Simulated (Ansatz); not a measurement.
Reaction (SMILES): Cl (HCl) → [Cl-] + H+
B3LYP-D3(BJ)/def2-TZVP geometries, fixed; electronic energies without zero-point terms.

Effect of a fitting basis named in the input at r2SCAN/aug-cc-pV(T+d)Z with Ansatz (an electronic-structure program), against the last row, where the deprotonation energy is 336.60 kcal/mol. The default fits or decomposes integrals by the program's own choice; accuracy: high also tightens integrals, grids and stops.

```tsv
setting	largest shift of a total energy (mEh)	shift of the deprotonation energy (kcal/mol)
fitting: def2-SV(P)-JKFIT	-0.444	-0.263
fitting: def2-universal-JKFIT	-0.444	-0.263
fitting: cc-pVTZ-JKFIT	-0.412	-0.253
fitting: cc-pVQZ-JKFIT	-0.412	-0.255
fitting: cc-pV5Z-JKFIT	-0.412	-0.255
fitting: def2-universal-JFIT	-0.155	-0.036
accuracy: high	0.000	0.000
accuracy: medium (default)	0.000	0.000
```

Within 0.1 kcal/mol in the deprotonation energy: fitting: def2-universal-JFIT; accuracy: high. The largest shift is 0.444 mEh in a total energy and 0.263 kcal/mol in the difference.
